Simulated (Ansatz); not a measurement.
# AlPH+ (triplet): from Hartree-Fock to the top rungs, 6-31G

Aim: climb from Hartree-Fock through coupled cluster and multireference methods for AlPH+ (triplet) at one geometry and basis, and see what each rung misses.

Program: Ansatz 0.2.0, Gaussian basis. Level of theory: 6-31G, core rule «outside noble gas», up to 10 orbitals frozen. These are calculated values, not measurements.

The runs, in order: UHF; CCSD(T) on ROHF; CCSD(T) on UHF; BCCD(T) on ROHF; CISD; CCSDT(Q) on ROHF; CCSDT(Q) on UHF; CISDTQ; CCSDTQ on ROHF; CCSDTQ on UHF; CASSCF and MRCISD+Q, 8 electrons in 9 orbitals; CASSCF and NEVPT2, 8 electrons in 9 orbitals; Full CI.

10 further runs of the same task are left out: 5 that didn't finish, 5 set aside as unsound or not needed.

## Step 1: What is computed

The geometry is a PBE0/def2-TZVP stationary point (not a proven minimum) of the parent state, kept for this charge and spin.

3 atoms, charge 1, spin multiplicity 3.

Atoms are counted from 1 here; the program's logs count them from 0.

Bond lengths: Al1–P2 2.386 Å, Al1–H3 1.614 Å. Angles: P2–Al1–H3 114.3°.

## Step 2: UHF

Contents of in.yaml:

```yaml
crystal:
  periodic: [false, false, false]
  atoms:
    - {symbol: Al, position_ang: [0.000000, -0.107696, 1.237712]}
    - {symbol: P, position_ang: [0.000000, 0.051009, -1.143237]}
    - {symbol: H, position_ang: [0.000000, 1.315423, 1.999097]}
basis:
  gaussian: {orbitals: 6-31G}
total_charge: 1
magnetization: {spin_polarized: true, initial_magnetization: 2}
hamiltonian: {xc: hf}
output: {orbitals: {seedname: orbitals}}
```

On the command line:

```console
$ ansatz run in.yaml --threads 1 --pin off --events-out ev --progress --plain --max-ram 2393MiB
```

Further steps of the session: CCSD(T) on ROHF; CCSD(T) on UHF; BCCD(T) on ROHF; CISD; CCSDT(Q) on ROHF; CCSDT(Q) on UHF; CISDTQ; CCSDTQ on ROHF; CCSDTQ on UHF; CASSCF and MRCISD+Q, 8 electrons in 9 orbitals; CASSCF and NEVPT2, 8 electrons in 9 orbitals; Full CI.

Before running them: what should the planned runs give, taken together? Wanted: FCI below the RHF energy; RMP2 from FCI; UMP2 from FCI; RCCSD from FCI; RCCSD(T) from FCI; UCCSD(T) from FCI; RCCSDT(Q) from FCI; UCCSDT(Q) from FCI; NEVPT2 valence from FCI.

As calculated:

```
                         quantity                                                                                                                value
         FCI below the RHF energy                                                                                                           -2.3801 eV
                    RMP2 from FCI                                                                                                           +800.4 meV
                    UMP2 from FCI                                                                                                           +879.2 meV
                   RCCSD from FCI                                                                                                           +107.9 meV
                RCCSD(T) from FCI                                                                                                            +36.3 meV
                UCCSD(T) from FCI                                                                                                            +46.5 meV
               RCCSDT(Q) from FCI                                                                                                             +0.5 meV
               UCCSDT(Q) from FCI                                                                                                             -1.0 meV
          NEVPT2 valence from FCI                                                                                                           +153.3 meV
        MRCISD+Q valence from FCI                                                                                                             +4.5 meV
levels within 1 kcal/mol (43 meV)  RCCSD(T), BCCD(T), RCCSDT, UCCSDT, CISDTQ, RCCSDT(Q), UCCSDT(Q), RCCSDTQ, UCCSDTQ, MRCISD valence, MRCISD+Q valence
                    T1 diagnostic                                                                                                                0.053
   effectively unpaired electrons                                                                                                                 2.18
```

In words: RCCSD(T) misses by +36.3 meV, 1.5 % of the correlation energy. The occupations are near whole numbers, but T1 = 0.053 shows that the orbitals relax strongly. Of the multireference levels listed MRCISD+Q valence comes nearest in total energy (+4.5 meV), which doesn't show that its space is the better one. These misses are within one basis, not against nature; the frozen cores of restricted and unrestricted runs differ, which can shift their rows.
